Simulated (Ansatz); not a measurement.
# Changing the shape of C₄H₈, singlet

Program: Ansatz, Gaussian basis, development build. Basis cc-pVDZ, nonrelativistic, 4 orbitals frozen in the corrections; active space CAS(2,2). Restricted Hartree–Fock, then the lowest state-specific CASSCF solution met for each case. Coupled cluster stands on the determinant that it favours, not always the lowest RHF. On stretched bonds single-reference methods can fail or change state. Solutions in different active orbitals can move differences by tenths of an eV and at times more than 1 eV.

Case A:

```tsv
atom	x (Å)	y (Å)	z (Å)
C	0.0000	-1.4588	0.0000
C	0.0000	-0.1196	0.0000
H	-0.5759	-2.0284	0.7230
H	0.5759	-2.0284	-0.7230
C	0.0325	0.6788	1.2723
H	0.0550	0.0316	2.1523
H	0.9137	1.3296	1.3006
H	-0.8461	1.3296	1.3456
C	-0.0325	0.6788	-1.2723
H	-0.0550	0.0316	-2.1523
H	-0.9137	1.3296	-1.3006
H	0.8461	1.3296	-1.3456
```

Case B:

```xyz
12

C     0.0000   -1.4588    0.0000
C     0.0000   -0.1196    0.0000
H     0.0000   -2.0284    0.9243
H     0.0000   -2.0284   -0.9243
C     0.0000    0.6788    1.2727
H     0.0000    0.0316    2.1530
H     0.8802    1.3296    1.3235
H    -0.8802    1.3296    1.3235
C     0.0000    0.6788   -1.2727
H     0.0000    0.0316   -2.1530
H    -0.8802    1.3296   -1.3235
H     0.8802    1.3296   -1.3235
```

Energy less that of case A, in eV:

```tsv
case	RHF/ROHF	CASSCF	CCSD(T)
B	-0.979	-0.894	-0.853
```

(1) Give the SC-NEVPT2 energies against case A.

Results:

(1) B: -0.874 eV (-20.2 kcal/mol).
